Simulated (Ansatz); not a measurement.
# Diborane 1,2-di F (B2H4F2): a spread of methods and bases

How do the results and run time of diborane 1,2-di F (B2H4F2) respond when the settings are drawn wide?

Computed with Ansatz 0.2.0, Gaussian basis. Level: the settings change from run to run.

### 1 The relaxed structure

An earlier B3LYP-D4 in a triple-zeta def2 set relaxation fixed the geometry.

8 atoms, charge 0, spin multiplicity 1.

Atoms are counted from 1 here; the program's logs count them from 0.

Bond lengths: B1–F2 1.342 Å, B1–H3 1.189 Å, B1–H4 1.335 Å, B1–B5 1.800 Å, B1–H8 1.334 Å, H4–B5 1.334 Å, B5–F6 1.342 Å, B5–H7 1.189 Å, B5–H8 1.335 Å. Angles: F2–B1–H3 121.7°, F2–B1–H4 112.1°, F2–B1–B5 119.4°, F2–B1–H8 112.1°, H3–B1–H4 106.2°, H3–B1–B5 118.9°, H3–B1–H8 106.3°, H4–B1–B5 47.6°, H4–B1–H8 94.9°, B5–B1–H8 47.6°, B1–H4–B5 84.8°, B1–B5–H4 47.6°, B1–B5–F6 119.4°, B1–B5–H7 118.9°, B1–B5–H8 47.6°, H4–B5–F6 112.1°, H4–B5–H7 106.3°, H4–B5–H8 94.9° and more.

As a file:

```
B     0.8637    0.1151    0.2254
F     1.5241   -0.9153    0.7750
H     1.3899    1.1633    0.0331
H    -0.2759    0.3816    0.8668
B    -0.8644   -0.0876   -0.2348
F    -1.4688   -1.2663   -0.0221
H    -1.4405    0.8311   -0.7214
H     0.2718   -0.2218   -0.9219
```

### 2 HSE06/def2-mTZVP

Options: unrestricted orbitals, atoms shaken by 0.03 Å, the search for lower states set to full.

The input, in.yaml:

```yaml
crystal:
  periodic: [false, false, false]
  atoms:
    - {symbol: B, position_ang: [0.916362, 0.153925, 0.288057]}
    - {symbol: F, position_ang: [1.484630, -0.891964, 0.780519]}
    - {symbol: H, position_ang: [1.405700, 1.190203, 0.016081]}
    - {symbol: H, position_ang: [-0.312240, 0.391190, 0.872295]}
    - {symbol: B, position_ang: [-0.925979, -0.074287, -0.212104]}
    - {symbol: F, position_ang: [-1.500658, -1.266853, 0.046558]}
    - {symbol: H, position_ang: [-1.391512, 0.839255, -0.722065]}
    - {symbol: H, position_ang: [0.262007, -0.192629, -0.901722]}
basis:
  gaussian: {orbitals: def2-mTZVP}
magnetization: {spin_polarized: true, initial_magnetization: 0}
hamiltonian: {xc: {name: HSE06}}
scf: {lower_state_search: full}
```

The run is started by

```bash
$ ansatz run in.yaml --threads 4 --pin off --events-out ev --progress --plain --max-ram 3916MiB
```

Output:

```text
Functional definition: HSE06
  name "HSE06"
  cite "Heyd, Scuseria & Ernzerhof, J. Chem. Phys. 118, 8207 (2003) doi:10.1063/1.1564060"
  cite "Krukau, Vydrov, Izmaylov & Scuseria, J. Chem. Phys. 125, 224106 (2006) doi:10.1063/1.2404663"
  cite "Heyd & Scuseria, J. Chem. Phys. 120, 7274 (2004) doi:10.1063/1.1668634"
  cite "Ernzerhof & Perdew, J. Chem. Phys. 109, 3313 (1998) doi:10.1063/1.476928"
  cite "Perdew, Burke & Ernzerhof, Phys. Rev. Lett. 77, 3865 (1996) doi:10.1103/PhysRevLett.77.3865"
  parent pbe
  parameter a = 0.25
  parameter omega = 0.11/bohr
  # The whole range is PBE's own exchange, as in plane waves. The composition of these papers is wPBEh.
  exchange = pbe_x - a*pbe_x_sr(omega) + a*exact_x_sr(omega)
  correlation = pbe_c
810 factors; their error is unknown
98 factors; integrals over basis functions are off by at most 3.6e-7 eV
mean field evaluation 1: about -6846.6015 eV, gradient 2.5e1 eV
mean field evaluation 2: about -6845.9591 eV, gradient 3.1e1 eV
mean field evaluation 4: about -6848.6102 eV, gradient 5.5e-1 eV
mean field evaluation 8: about -6848.6155 eV, gradient 1.5e-1 eV
mean field evaluation 16: about -6846.6036 eV, gradient 2.5e1 eV
mean field -6848.61561935 eV, -251.6819818528 hartree, gradient 2.3e-5 eV, S^2 0.000000; 0 other end points of the search recorded, 0 dependent functions left out
reference -6848.61565902 eV, -251.6819833105 hartree; 16, 16 occupied and 72, 72 virtual orbitals, 810 factors
Total energy: -6848.61565902 eV, -251.6819833105 hartree
```

Run time: 1.2 s. Hardware: 4 threads of Arm Neoverse V1, shared host.

⟨S²⟩ 0.000.

### 3 BHLYP/def2-mTZVP

Set apart from the defaults: high accuracy, the search for lower states set to off.

The input, in.yaml:

```yaml
crystal:
  periodic: [false, false, false]
  atoms:
    - {symbol: B, position_ang: [0.863696, 0.115105, 0.225390]}
    - {symbol: F, position_ang: [1.524118, -0.915323, 0.774974]}
    - {symbol: H, position_ang: [1.389949, 1.163267, 0.033123]}
    - {symbol: H, position_ang: [-0.275876, 0.381559, 0.866792]}
    - {symbol: B, position_ang: [-0.864419, -0.087562, -0.234821]}
    - {symbol: F, position_ang: [-1.468754, -1.266340, -0.022144]}
    - {symbol: H, position_ang: [-1.440534, 0.831064, -0.721417]}
    - {symbol: H, position_ang: [0.271819, -0.221761, -0.921898]}
basis:
  gaussian: {orbitals: def2-mTZVP}
hamiltonian: {xc: {name: BHLYP}}
accuracy: high
scf: {lower_state_search: off}
```

Launched as before.

Output (excerpt; [...] marks lines left out):

```text
Functional definition: BHLYP
  name "BHLYP"
  cite "Becke, J. Chem. Phys. 98, 1372 (1993) doi:10.1063/1.464304"
  cite "Becke, Phys. Rev. A 38, 3098 (1988) doi:10.1103/PhysRevA.38.3098"
  cite "Lee, Yang & Parr, Phys. Rev. B 37, 785 (1988) doi:10.1103/PhysRevB.37.785"
[...]
1825 factors; integrals over basis functions are off by at most 3.6e-9 eV
[...]
mean field -6853.68193798 eV, -251.8681656284 hartree, gradient 2.7e-8 eV, S^2 0.000000; 0 other end points of the search recorded, 0 dependent functions left out
reference -6853.68196507 eV, -251.8681666237 hartree; 16, 16 occupied and 72, 72 virtual orbitals, 1825 factors
Total energy: -6853.68196507 eV, -251.8681666237 hartree
Checks for a lower state left out: stability, starts, cluster_reference, orbital_swaps, neighbouring_geometries, increment
```

It took 1.3 s on 4 threads of Arm Neoverse V1, shared host.

### 4 HSE06/def2-TZVP

in.yaml: that of step 3 with these lines changed.

```diff
@@ -12,5 +12,4 @@
 basis:
-  gaussian: {orbitals: def2-mTZVP}
-hamiltonian: {xc: {name: BHLYP}}
-accuracy: high
-scf: {lower_state_search: off}
+  gaussian: {orbitals: def2-TZVP}
+hamiltonian: {xc: {name: HSE06}}
+scf: {omitted_lower_state_checks: [starts]}
```

The command is unchanged.

Output (excerpt; [...] marks lines left out):

```text
Functional definition: HSE06
  name "HSE06"
  cite "Heyd, Scuseria & Ernzerhof, J. Chem. Phys. 118, 8207 (2003) doi:10.1063/1.1564060"
  cite "Krukau, Vydrov, Izmaylov & Scuseria, J. Chem. Phys. 125, 224106 (2006) doi:10.1063/1.2404663"
  cite "Heyd & Scuseria, J. Chem. Phys. 120, 7274 (2004) doi:10.1063/1.1668634"
  cite "Ernzerhof & Perdew, J. Chem. Phys. 109, 3313 (1998) doi:10.1063/1.476928"
  cite "Perdew, Burke & Ernzerhof, Phys. Rev. Lett. 77, 3865 (1996) doi:10.1103/PhysRevLett.77.3865"
  parent pbe
[...]
  # The whole range is PBE's own exchange, as in plane waves. The composition of these papers is wPBEh.
[...]
826 factors; their error is unknown
69 factors; integrals over basis functions are off by at most 3.6e-7 eV
[...]
mean field -6849.22325890 eV, -251.7043121942 hartree, gradient 7.0e-5 eV, S^2 0.000000; 0 other end points of the search recorded, 0 dependent functions left out
reference -6849.22330005 eV, -251.7043137065 hartree; 16, 16 occupied and 132, 132 virtual orbitals, 826 factors
Total energy: -6849.22330005 eV, -251.7043137065 hartree
Checks for a lower state left out: starts
```

It took 1.1 s on 4 threads of Arm Neoverse V1, shared host.

### 5 B2PLYP/6-31G*

This run has atoms shaken by 0.03 Å.

The input, in.yaml:

```yaml
crystal:
  periodic: [false, false, false]
  atoms:
    - {symbol: B, position_ang: [0.823829, 0.126601, 0.244365]}
    - {symbol: F, position_ang: [1.557432, -0.911193, 0.780351]}
    - {symbol: H, position_ang: [1.370818, 1.179101, 0.087714]}
    - {symbol: H, position_ang: [-0.273085, 0.400370, 0.868606]}
    - {symbol: B, position_ang: [-0.862562, -0.113903, -0.241982]}
    - {symbol: F, position_ang: [-1.485710, -1.267861, -0.002088]}
    - {symbol: H, position_ang: [-1.454723, 0.812840, -0.703500]}
    - {symbol: H, position_ang: [0.289325, -0.167660, -0.911822]}
basis:
  gaussian: {orbitals: "6-31G*"}
hamiltonian: {xc: {name: B2PLYP}}
scf: {omitted_lower_state_checks: [starts]}
```

Same command.

Output (excerpt; [...] marks lines left out):

```text
Functional definition: B2PLYP
  name "B2PLYP"
  cite "Grimme, J. Chem. Phys. 124, 034108 (2006) doi:10.1063/1.2148954"
  cite "Becke, Phys. Rev. A 38, 3098 (1988) doi:10.1103/PhysRevA.38.3098"
  cite "Lee, Yang & Parr, Phys. Rev. B 37, 785 (1988) doi:10.1103/PhysRevB.37.785"
[...]
661 factors; integrals over basis functions are off by at most 6.6e-4 eV
[...]
mean field -6842.61717040 eV, -251.4615429198 hartree, gradient 1.1e-6 eV, S^2 0.000000; 0 other end points of the search recorded, 0 dependent functions left out
4 core orbitals not correlated: weight in the atoms' cores, before any rotation towards them, 1.000 or more for the frozen orbitals, at most 0.000 for the correlated occupied ones
reference -6842.61728172 eV, -251.4615470107 hartree; 12, 12 occupied and 52, 52 virtual orbitals, 661 factors
second order -17.14801904 eV of doubles, -0.00000000 eV of singles
Total energy: -6847.24724686 eV, -251.6316950913 hartree
Checks for a lower state left out: starts
```

Wall time 0.7 s (4 threads of Arm Neoverse V1, shared host).

### 6 All runs side by side

```
           level  charge  multiplicity  geometry  functions  energy (eV)   time
HSE06/def2-mTZVP       0             1    shaken         88    -6848.616  1.2 s
BHLYP/def2-mTZVP       0             1   relaxed         88    -6853.682  1.3 s
 HSE06/def2-TZVP       0             1   relaxed        148    -6849.223  1.1 s
   B2PLYP/6-31G*       0             1    shaken         68    -6847.247  0.7 s
```

### 7 Results

| quantity | value |
| --- | --- |
| runs | 4 |
| quickest | B2PLYP/6-31G*, 0.7 s |
| slowest | BHLYP/def2-mTZVP, 1.3 s |
| spread of total energies, same state and geometry | 4.5 eV |

What this shows: The times lie within a factor of two. The totals spread over 4 eV; they can't be compared across methods or bases.
